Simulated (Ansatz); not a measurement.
**Nudged elastic band run: BClH₃**

input.yaml

```yaml
crystal:
  periodic: [false, false, false]
  atoms:
    - { symbol: B, position_ang: [0.0, -1.0e-06, -0.162239] }
    - { symbol: Cl, position_ang: [0.0, 1.0e-06, 1.584288] }
    - { symbol: H, position_ang: [1.058096, 0.0, -0.729529] }
    - { symbol: H, position_ang: [-1.058096, 0.0, -0.729529] }
    - { symbol: H, position_ang: [0.0, 0.0, 4.737008] }
magnetization:
  spin_polarized: true
  initial_magnetization: 1
basis:
  gaussian: { orbitals: def2-SVP }
hamiltonian:
  xc: b3lyp
  dispersion: d4
neb:
  order_check: false
  images: 5
  f_tol: 0.05
  max_iterations: 60
  max_displacement: 0.02
  optimiser: lbfgs
  final_atoms:
    - { symbol: B, position_ang: [0.0, -2.3e-07, -0.505043] }
    - { symbol: Cl, position_ang: [0.0, 3.2e-07, 2.974005] }
    - { symbol: H, position_ang: [1.087182, -3.1e-07, -1.017844] }
    - { symbol: H, position_ang: [-1.087182, -3.1e-07, -1.017844] }
    - { symbol: H, position_ang: [0.0, 5.2e-07, 4.266725] }
  initial_path:
    images:
      - { positions_ang: [[0.0, -1.0e-06, -0.162239], [0.0, 1.0e-06, 1.584288], [1.058096, 0.0, -0.729529], [-1.058096, 0.0, -0.729529], [0.0, 0.0, 4.737008]] }
      - { positions_ang: [[0.0, -7.0e-07, -0.1081594], [0.0, 7.1e-07, 1.75952527], [1.04889733, -6.0e-08, -0.68468607], [-1.04889733, -6.0e-08, -0.68468607], [0.0, 1.1e-07, 4.41800527]] }
      - { positions_ang: [[0.0, -4.1e-07, -0.0540798], [0.0, 4.3e-07, 1.93476253], [1.03969867, -1.2e-07, -0.63984313], [-1.03969867, -1.2e-07, -0.63984313], [0.0, 2.3e-07, 4.09900253]] }
      - { positions_ang: [[0.0, -1.1e-07, -2.0e-07], [0.0, 1.4e-07, 2.1099998], [1.0305, -1.8e-07, -0.5950002], [-1.0305, -1.8e-07, -0.5950002], [0.0, 3.4e-07, 3.7799998]] }
      - { positions_ang: [[0.0, -1.5e-07, -0.1683478], [0.0, 2.0e-07, 2.39800153], [1.049394, -2.2e-07, -0.73594813], [-1.049394, -2.2e-07, -0.73594813], [0.0, 4.0e-07, 3.94224153]] }
      - { positions_ang: [[0.0, -1.9e-07, -0.3366954], [0.0, 2.6e-07, 2.68600327], [1.068288, -2.7e-07, -0.87689607], [-1.068288, -2.7e-07, -0.87689607], [0.0, 4.6e-07, 4.10448327]] }
      - { positions_ang: [[0.0, -2.3e-07, -0.505043], [0.0, 3.2e-07, 2.974005], [1.087182, -3.1e-07, -1.017844], [-1.087182, -3.1e-07, -1.017844], [0.0, 5.2e-07, 4.266725]] }
```

Launched with:

```bash
$ ansatz run input.yaml --threads 1 --pin off --max-ram 2048MiB --backend cpu --events-out ev --progress --plain --runs-dir out
```

Output, in part (warnings, iteration lines, the closing report on the highest movable image, with atoms numbered from 0):

```
NEB end point (image 0): max|allowed force component| = 3.841e-3 eV/Å (the criterion of neb.relax_end_points is 1.000e-2)
NEB end point (image 6): max|allowed force component| = 1.855e-2 eV/Å (the criterion of neb.relax_end_points is 1.000e-2)
NEB iter   1: max|band force component| = 2.788e0 eV/Å  barrier→ = 1.5697 eV  barrier← = 0.5438 eV  Δτ_max = 0.0200 Å  (217 SCF iters)
NEB iter   2: max|band force component| = 2.632e0 eV/Å  barrier→ = 1.4937 eV  barrier← = 0.4678 eV  Δτ_max = 0.0200 Å  (155 SCF iters)
NEB iter   3: max|band force component| = 2.527e0 eV/Å  barrier→ = 1.4203 eV  barrier← = 0.3943 eV  Δτ_max = 0.0200 Å  (149 SCF iters)
NEB iter   4: max|band force component| = 2.310e0 eV/Å  barrier→ = 1.3550 eV  barrier← = 0.3290 eV  Δτ_max = 0.0200 Å  (140 SCF iters)
NEB iter   5: max|band force component| = 1.976e0 eV/Å  barrier→ = 1.2984 eV  barrier← = 0.2724 eV  Δτ_max = 0.0200 Å  (138 SCF iters)
NEB iter   6: max|band force component| = 1.520e0 eV/Å  barrier→ = 1.2799 eV  barrier← = 0.2540 eV  Δτ_max = 0.0200 Å  (137 SCF iters)
NEB iter   7: max|band force component| = 1.109e0 eV/Å  barrier→ = 1.3194 eV  barrier← = 0.2934 eV  Δτ_max = 0.0200 Å  (149 SCF iters)
NEB iter   8: max|band force component| = 6.778e-1 eV/Å  barrier→ = 1.3500 eV  barrier← = 0.3241 eV  Δτ_max = 0.0200 Å  (147 SCF iters)
NEB iter   9: max|band force component| = 1.589e0 eV/Å  barrier→ = 1.3677 eV  barrier← = 0.3418 eV  CI = image 3  Δτ_max = 0.0200 Å  (146 SCF iters)
NEB iter  10: max|band force component| = 1.175e0 eV/Å  barrier→ = 1.4021 eV  barrier← = 0.3761 eV  CI = image 3  Δτ_max = 0.0200 Å  (134 SCF iters)
NEB iter  11: max|band force component| = 7.306e-1 eV/Å  barrier→ = 1.4189 eV  barrier← = 0.3930 eV  CI = image 3  Δτ_max = 0.0200 Å  (133 SCF iters)
NEB iter  12: max|band force component| = 6.290e-1 eV/Å  barrier→ = 1.4156 eV  barrier← = 0.3897 eV  CI = image 3  Δτ_max = 0.0200 Å  (134 SCF iters)
NEB iter  13: max|band force component| = 6.858e-1 eV/Å  barrier→ = 1.3984 eV  barrier← = 0.3725 eV  CI = image 3  Δτ_max = 0.0098 Å  (128 SCF iters)
NEB iter  14: max|band force component| = 6.549e-1 eV/Å  barrier→ = 1.3900 eV  barrier← = 0.3640 eV  CI = image 3  Δτ_max = 0.0200 Å  (122 SCF iters)
NEB iter  15: max|band force component| = 5.693e-1 eV/Å  barrier→ = 1.3749 eV  barrier← = 0.3490 eV  CI = image 3  Δτ_max = 0.0200 Å  (128 SCF iters)
NEB iter  16: max|band force component| = 4.503e-1 eV/Å  barrier→ = 1.3636 eV  barrier← = 0.3376 eV  CI = image 3  Δτ_max = 0.0200 Å  (135 SCF iters)
NEB iter  17: max|band force component| = 3.035e-1 eV/Å  barrier→ = 1.3565 eV  barrier← = 0.3306 eV  CI = image 3  Δτ_max = 0.0200 Å  (136 SCF iters)
NEB iter  18: max|band force component| = 1.795e-1 eV/Å  barrier→ = 1.3549 eV  barrier← = 0.3289 eV  CI = image 3  Δτ_max = 0.0200 Å  (137 SCF iters)
NEB iter  19: max|band force component| = 2.166e-1 eV/Å  barrier→ = 1.3586 eV  barrier← = 0.3327 eV  CI = image 3  Δτ_max = 0.0031 Å  (129 SCF iters)
NEB iter  20: max|band force component| = 1.789e-1 eV/Å  barrier→ = 1.3586 eV  barrier← = 0.3326 eV  CI = image 3  Δτ_max = 0.0126 Å  (124 SCF iters)
NEB iter  21: max|band force component| = 1.340e-1 eV/Å  barrier→ = 1.3577 eV  barrier← = 0.3318 eV  CI = image 3  Δτ_max = 0.0095 Å  (129 SCF iters)
NEB iter  22: max|band force component| = 1.479e-1 eV/Å  barrier→ = 1.3559 eV  barrier← = 0.3300 eV  CI = image 3  Δτ_max = 0.0021 Å  (132 SCF iters)
NEB iter  23: max|band force component| = 1.229e-1 eV/Å  barrier→ = 1.3560 eV  barrier← = 0.3301 eV  CI = image 3  Δτ_max = 0.0101 Å  (119 SCF iters)
NEB iter  24: max|band force component| = 1.022e-1 eV/Å  barrier→ = 1.3571 eV  barrier← = 0.3311 eV  CI = image 3  Δτ_max = 0.0100 Å  (122 SCF iters)
NEB iter  25: max|band force component| = 1.065e-1 eV/Å  barrier→ = 1.3580 eV  barrier← = 0.3321 eV  CI = image 3  Δτ_max = 0.0015 Å  (122 SCF iters)
NEB iter  26: max|band force component| = 1.040e-1 eV/Å  barrier→ = 1.3578 eV  barrier← = 0.3318 eV  CI = image 3  Δτ_max = 0.0077 Å  (120 SCF iters)
NEB iter  27: max|band force component| = 1.105e-1 eV/Å  barrier→ = 1.3568 eV  barrier← = 0.3309 eV  CI = image 3  Δτ_max = 0.0016 Å  (130 SCF iters)
NEB iter  28: max|band force component| = 6.833e-2 eV/Å  barrier→ = 1.3568 eV  barrier← = 0.3309 eV  CI = image 3  Δτ_max = 0.0032 Å  (109 SCF iters)
NEB iter  29: max|band force component| = 6.991e-2 eV/Å  barrier→ = 1.3568 eV  barrier← = 0.3309 eV  CI = image 3  Δτ_max = 0.0010 Å  (117 SCF iters)
NEB iter  30: max|band force component| = 4.402e-2 eV/Å  barrier→ = 1.3569 eV  barrier← = 0.3309 eV  CI = image 3  Δτ_max = 0.0000 Å  (275 SCF iters)
Total energy: -13240.37887766 eV, -486.5749491030 hartree
Atom 0 at    -0.000000    -0.000000    -0.043977 Å, force    -0.000000    -0.000000    -0.043147 eV/Å
Atom 1 at     0.000000     0.000000     2.210323 Å, force    -0.000000     0.000000     0.053440 eV/Å
Atom 2 at     1.084639    -0.000000    -0.555867 Å, force     0.018403    -0.000000    -0.005598 eV/Å
Atom 3 at    -1.084639    -0.000000    -0.555867 Å, force    -0.018403    -0.000000    -0.005598 eV/Å
Atom 4 at    -0.000000     0.000000     3.645387 Å, force     0.000000     0.000000     0.000903 eV/Å
Dipole moment:     0.000000    -0.000000    -0.109581 e Å
```

The forces met the threshold. Another band between the same ends (5 images) ends at a top of the same energy, where a vibrational analysis finds 2 clearly imaginary modes.

Final band (atoms are numbered from 1 in the order of the input):

| image | path coordinate (Å) | energy (kcal/mol) | B1–Cl2 (Å) | Cl2–H5 (Å) |
| --- | --- | --- | --- | --- |
| 0 | 0.00 | 0.0 | 1.75 | 3.15 |
| 1 | 0.47 | 0.6 | 1.75 | 2.63 |
| 2 | 0.94 | 5.6 | 1.78 | 2.08 |
| 3 | 1.41 | 31.3 | 2.25 | 1.44 |
| 4 | 1.84 | 26.4 | 2.72 | 1.31 |
| 5 | 2.26 | 24.2 | 3.09 | 1.30 |
| 6 | 2.69 | 23.7 | 3.48 | 1.29 |

Run time: 2.7 min on 1 thread of Arm Neoverse V2, on a shared host, peak memory 0.1 GiB.
